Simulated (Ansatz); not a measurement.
Computed with PBE0-D3(BJ)/def2-TZVP (Ansatz, a quantum-chemistry and plane-wave program). No frequencies were computed at this level.

Ansatz 0.2 input:
```yaml
crystal:
  periodic: [false, false, false]
  atoms:
    - { symbol: C, position_ang: [1.293428, -0.013994, 0.001928] }
    - { symbol: C, position_ang: [0.000001, -0.000153, -0.000064] }
    - { symbol: C, position_ang: [-1.293426, 0.014141, -0.001937] }
    - { symbol: H, position_ang: [1.855862, -0.563283, -0.73587] }
    - { symbol: H, position_ang: [1.865189, 0.52272, 0.741761] }
    - { symbol: H, position_ang: [-1.869505, -0.718816, 0.53967] }
    - { symbol: H, position_ang: [-1.85155, 0.759385, -0.545489] }
basis:
  gaussian: { orbitals: def2-tzvp }
hamiltonian:
  xc: pbe0
  dispersion: d3bj
relax:
  max_steps: 150
```

Output:

```
Functional definition: PBE0
716 factors; their error is unknown
mean field evaluation 1: about -3165.7407 eV, gradient 4.9e1 eV
mean field evaluation 2: about -3166.1713 eV, gradient 4.5e1 eV
mean field evaluation 4: about -3171.4453 eV, gradient 3.5e0 eV
mean field evaluation 8: about -3171.4729 eV, gradient 3.7e-2 eV
mean field -3171.47285746 eV, -116.5494778100 hartree, gradient 2.4e-5 eV, S^2 0.000000; 0 other end points of the search recorded, 0 dependent functions left out
reference -3171.47288134 eV, -116.5494786877 hartree; 11, 11 occupied and 106, 106 virtual orbitals, 716 factors
relax step   1: F+E_penalty+E_count = -3171.55183484 eV  Δ(F+E_penalty+E_count) = +0.000e0 eV  max|allowed force component| = 2.303e-1 eV/Å  Δτ_max = 0.0000 Å  (26 SCF iters, accepted)
these checks for a lower state are left out or cut short: starts, cluster_reference, orbital_swaps, neighbouring_geometries, increment
716 factors; their error is unknown
mean field evaluation 16: about -3171.4774 eV, gradient 9.7e-1 eV
mean field -3171.47922875 eV, -116.5497119506 hartree, gradient 5.9e-6 eV, S^2 0.000000; 0 other end points of the search recorded, 0 dependent functions left out
reference -3171.47925268 eV, -116.5497128301 hartree; 11, 11 occupied and 106, 106 virtual orbitals, 716 factors
relax step   2: F+E_penalty+E_count = -3171.55809161 eV  Δ(F+E_penalty+E_count) = -6.257e-3 eV  max|allowed force component| = 8.567e-2 eV/Å  Δτ_max = 0.0095 Å  (31 SCF iters, accepted)
these checks for a lower state are left out or cut short: starts, cluster_reference, orbital_swaps, neighbouring_geometries, increment
716 factors; their error is unknown
mean field -3171.48010533 eV, -116.5497441644 hartree, gradient 5.9e-6 eV, S^2 0.000000; 0 other end points of the search recorded, 0 dependent functions left out
reference -3171.48012925 eV, -116.5497450436 hartree; 11, 11 occupied and 106, 106 virtual orbitals, 716 factors
relax step   3: F+E_penalty+E_count = -3171.55901110 eV  Δ(F+E_penalty+E_count) = -9.195e-4 eV  max|allowed force component| = 1.933e-2 eV/Å  Δτ_max = 0.0081 Å  (31 SCF iters, accepted)
these checks for a lower state are left out or cut short: starts, cluster_reference, orbital_swaps, neighbouring_geometries, increment
716 factors; their error is unknown
mean field evaluation 32: about -3171.4797 eV, gradient 3.8e-1 eV
mean field -3171.47993043 eV, -116.5497377370 hartree, gradient 5.9e-6 eV, S^2 0.000000; 0 other end points of the search recorded, 0 dependent functions left out
reference -3171.47995436 eV, -116.5497386163 hartree; 11, 11 occupied and 106, 106 virtual orbitals, 716 factors
relax step   4: F+E_penalty+E_count = -3171.55882238 eV  Δ(F+E_penalty+E_count) = +1.887e-4 eV  max|allowed force component| = 2.493e-2 eV/Å  Δτ_max = 0.0087 Å  (31 SCF iters, rejected (line search))
these checks for a lower state are left out or cut short: starts, cluster_reference, orbital_swaps, neighbouring_geometries, increment
716 factors; their error is unknown
mean field -3171.48023791 eV, -116.5497490367 hartree, gradient 5.9e-6 eV, S^2 0.000000; 0 other end points of the search recorded, 0 dependent functions left out
reference -3171.48026184 eV, -116.5497499162 hartree; 11, 11 occupied and 106, 106 virtual orbitals, 716 factors
relax step   5: F+E_penalty+E_count = -3171.55911283 eV  Δ(F+E_penalty+E_count) = -1.017e-4 eV  max|allowed force component| = 9.940e-4 eV/Å  Δτ_max = 0.0025 Å  (31 SCF iters, accepted)
716 factors; their error is unknown
mean field evaluation 64: about -3171.4802 eV, gradient 6.3e-5 eV
mean field -3171.48023791 eV, -116.5497490367 hartree, gradient 5.9e-6 eV, S^2 0.000000; 1 other end points of the search recorded, 0 dependent functions left out
reference -3171.48026184 eV, -116.5497499162 hartree; 11, 11 occupied and 106, 106 virtual orbitals, 716 factors
Total energy: -3171.55913677 eV, -116.5526485162 hartree
Atom 0 at     1.299181    -0.014174     0.002026 Å, force     0.000994    -0.000042     0.000017 eV/Å
Atom 1 at    -0.000001    -0.000111     0.000002 Å, force    -0.000003     0.000368    -0.000007 eV/Å
Atom 2 at    -1.299181     0.014130    -0.002025 Å, force    -0.000982     0.000005    -0.000027 eV/Å
Atom 3 at     1.855371    -0.569919    -0.745574 Å, force    -0.000154     0.000183     0.000605 eV/Å
Atom 4 at     1.864892     0.529467     0.751382 Å, force    -0.000106    -0.000342    -0.000591 eV/Å
Atom 5 at    -1.869227    -0.728063     0.546884 Å, force     0.000164     0.000340    -0.000489 eV/Å
Atom 6 at    -1.851035     0.768669    -0.552697 Å, force     0.000087    -0.000511     0.000492 eV/Å
Dipole moment:     0.000000     0.000037    -0.000001 e Å
```

Cost: about 10 core-seconds (a rough figure).
